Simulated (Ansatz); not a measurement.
Two structures of SiH6S, singlet, reached by relaxing down either side of one saddle point (PBE0-D4/def2-TZVP). Energies are electronic, without zero-point energy. Program: Ansatz 0.2.0. Basis: def2-TZVPP and def2-QZVPP. Cores are frozen in the correlated methods. Extrapolation: Hartree–Fock as exp(−7.88 √X), correlation as X^−2.97. First:

Si1  (-1.000, -0.386, 0.141)
S2  (0.466, 0.153, 1.601)
H3  (-0.370, -0.961, -1.075)
H4  (-1.687, 0.883, -0.195)
H5  (-1.975, -1.364, 0.685)
H6  (1.780, 1.281, -1.083)
H7  (1.825, 1.484, -1.801)
H8  (0.961, -1.090, 1.726)
(Å)

Second:

Si1  (-0.897, -0.250, -1.052)
S2  (0.999, 0.660, 2.046)
H3  (-1.623, -0.640, -2.291)
H4  (-1.481, 1.006, -0.523)
H5  (-1.033, -1.340, -0.054)
H6  (1.963, 1.178, 1.270)
H7  (0.535, -0.047, -1.384)
H8  (1.537, -0.568, 1.988)
(Å)

Question: Which bonds change from the first to the second?

Answer: SiH₄S ([SiH3][SH]) + H₂ → SiH₄ + H₂S; bonds formed: Si1–H7, S2–H6; bonds broken: Si1–S2, H6–H7.

Question: Give the saddle point's structure and its height above each. (An estimate is asked for; the value comes from the calculation.)

Answer: Computed: 248.2 kJ/mol above the first and 217.1 kJ/mol above the second (CCSD(T) at an estimated basis limit (MP2 extrapolated from triple and quadruple zeta, plus CCSD(T) − MP2 in triple zeta)).
Si1  (-0.636, -0.122, -0.416)
S2  (0.715, 0.473, 1.610)
H3  (-0.704, -0.692, -1.801)
H4  (-1.393, 1.145, -0.360)
H5  (-1.222, -1.230, 0.388)
H6  (1.031, 0.622, -0.032)
H7  (0.840, 0.504, -0.997)
H8  (1.369, -0.701, 1.608)
(Å)

The T1 diagnostic stays at or below 0.014.

Labels in which every atom is bracketed show which atoms are joined, not bond orders.

For scale, one of the runs: CCSD(T)/def2-TZVPP, 168 basis functions, launched by `ansatz run in.yaml --threads 2 --pin off --events-out ev --progress --plain --max-ram 4352MiB`. Hardware: 2 CPU threads of an Arm Neoverse V2, shared host. Wall time 15 s; peak host memory 1.2 GiB.
